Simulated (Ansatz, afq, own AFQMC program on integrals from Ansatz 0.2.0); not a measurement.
**AlO⁺, triplet: AFQMC among the cluster methods**

```xyz
2

Al    0.0000    0.0000    0.0000
O     0.0000    0.0000    1.7329
```

Basis 6-31G. Noble-gas cores (and the filled d shells of Ga–Kr and In–Xe) are frozen. Integrals, coupled cluster, full CI and functionals: Ansatz 0.2.0; the random walks run on the same integrals in our own AFQMC program. ph-AFQMC/CISD is guided by a CISD state made of CCSD amplitudes; releasing the constraint for a short imaginary time cuts its bias at the price of noise, slowly where states lie close. Free projection: walkers drawn from exp(T), propagated without any constraint. Its projection time is finite, and what remains of the start isn't in its error. Uncertainties: one standard error, sampling alone.

Determinant: UHF, the one that the program's search chose, which needn't be the lowest solution. The geometry is a point of a scan.

Full CI on the same integrals is exact in this basis and with this determinant's frozen core.

Cautions: lower spins were not checked.

The T1 diagnostic is 0.0307. The weight of the determinant in the CISD state is 0.928, the ⟨S²⟩ of the determinant is 2.028 and the size of the correlated space is 8 electrons in 16 orbitals.

Reference: full CI, correlation energy -3.227 eV. The released energy is read at 2.40 1/Eh (meV from the phaseless value at times in 1/Eh: -6.0 ± 2.1 at 0.24, -6.7 ± 2.0 at 0.51, -9.7 ± 2.0 at 0.99, -13.5 ± 2.4 at 1.62, -14 ± 4 at 2.40).

```json
{"level": "HF", "E − E(reference) (kJ/mol)": "311.4", "share of correlation (%)": "0.00"}
{"level": "MP2", "E − E(reference) (kJ/mol)": "43.0", "share of correlation (%)": "86.18"}
{"level": "CCSD", "E − E(reference) (kJ/mol)": "11.3", "share of correlation (%)": "96.36"}
{"level": "CCSD(T)", "E − E(reference) (kJ/mol)": "2.9", "share of correlation (%)": "99.08"}
{"level": "CCSDT", "E − E(reference) (kJ/mol)": "0.7", "share of correlation (%)": "99.77"}
{"level": "CCSDT(Q)", "E − E(reference) (kJ/mol)": "-0.4", "share of correlation (%)": "100.13"}
{"level": "CCSDTQ", "E − E(reference) (kJ/mol)": "-0.1", "share of correlation (%)": "100.02"}
{"level": "ph-AFQMC/HF", "E − E(reference) (kJ/mol)": "3.4 ± 2.2", "share of correlation (%)": "98.92"}
{"level": "ph-AFQMC/CISD", "E − E(reference) (kJ/mol)": "1.8 ± 0.3", "share of correlation (%)": "99.41"}
{"level": "released AFQMC", "E − E(reference) (kJ/mol)": "0.5 ± 0.3", "share of correlation (%)": "99.84"}
{"level": "free AFQMC", "E − E(reference) (kJ/mol)": "0.6 ± 0.3", "share of correlation (%)": "99.81"}
```

CCSDT and higher add their correlation energy to the determinant of the CCSD(T) run, since their own runs factorise the integrals more tightly (a shift of under 2 meV). Free projections are given only where their last times agree within the noise and don't stop above the reference; a slow remainder of the start can still hide under it. A walk keeps the symmetry of its determinant, which the program's search chose and which needn't be the lowest solution, so a lower state of the same spin and another symmetry isn't excluded. Released energies are given only where the last usable release times agree within the noise; a slower fall can still hide under it.
